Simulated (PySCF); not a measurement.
Simulated absorption spectrum

Compound: C3H5P.
SMILES: `C#CPC`

Computed, not measured: TDDFT CAM-B3LYP/def2-SVPD, vertical, gas phase, core orbitals frozen in the response (PySCF). Isolated species at its GFN2-xTB geometry, gas phase.

Broadening: Gaussians 0.3 eV wide at half height, area fixed by f = 4.319×10⁻⁹ ∫ε dν̃. The cross-section is σ = 3.8235×10⁻²¹ ε cm², given in Mb (10⁻¹⁸ cm²). The width is an assumption, not a result. The curve ends short of the highest state used, and states not computed would add to its high-energy end.

```
E (eV)  σ (Mb)
  5.06    0.01
  5.12    0.05
  5.18    0.19
  5.24    0.57
  5.30    1.39
  5.36    2.71
  5.42    4.23
  5.48    5.30
  5.54    5.31
  5.60    4.27
  5.66    2.75
  5.72    1.43
  5.79    0.61
  5.85    0.61
  5.91    1.39
  5.97    3.22
  6.03    6.14
  6.09    9.40
  6.15   11.54
  6.21   11.37
  6.27    9.09
  6.33    6.20
  6.39    4.32
  6.45    4.21
  6.51    5.52
  6.57    7.15
  6.63    8.11
  6.69    8.35
  6.75    9.26
  6.81   13.01
  6.87   20.72
  6.93   30.62
  6.99   38.30
  7.05   40.23
  7.11   37.25
  7.17   33.67
```

Question: Where are the band maxima, and which computed states make them?

Answer: 225 nm (5.51 eV), ε about 1400, made up of S1 (100%); 201 nm (6.18 eV), ε about 3100, made up of S2 (100%); 176 nm (7.04 eV), ε about 11000, made up of S5 (93%) (ε in L mol⁻¹ cm⁻¹; maxima over ε = 5, shares over 10%). The states used: S1 5.51 eV (f 0.016); S2 6.18 eV (f 0.034); S3 6.61 eV (f 0.017); S4 6.70 eV (f 0.0067); S5 7.02 eV (f 0.111); S6 7.32 eV (f 0.083); S7 7.73 eV (f 0.099); S8 7.77 eV (f 0.045).

Question: On this curve, what absorbance would a 10⁻⁵ mol/L sample give at 222 nm over a 1 cm path?

Answer: 222 nm is 5.585 eV, where ε is about 1200 L mol⁻¹ cm⁻¹, so A = ε c l ≈ 0.012 (Beer–Lambert, with the gas-phase spectrum and the assumed width).

Question: What would ε be at 7.04 eV, the highest of these maxima, with half the width (0.15 eV)?

Answer: About 18900 L mol⁻¹ cm⁻¹ against 10500, a factor of about 1.8; a lone state at its own centre would give exactly 2.

Question: Coming from long wavelengths, where does ε first pass 100 L mol⁻¹ cm⁻¹?

Answer: At about 238 nm (5.22 eV), 0.29 eV below S1.

Time: 7.7 s; peak memory 0.52 GiB. Hardware: Arm Neoverse V1, one thread, shared host with 64 logical CPUs at a one-minute load of 14.
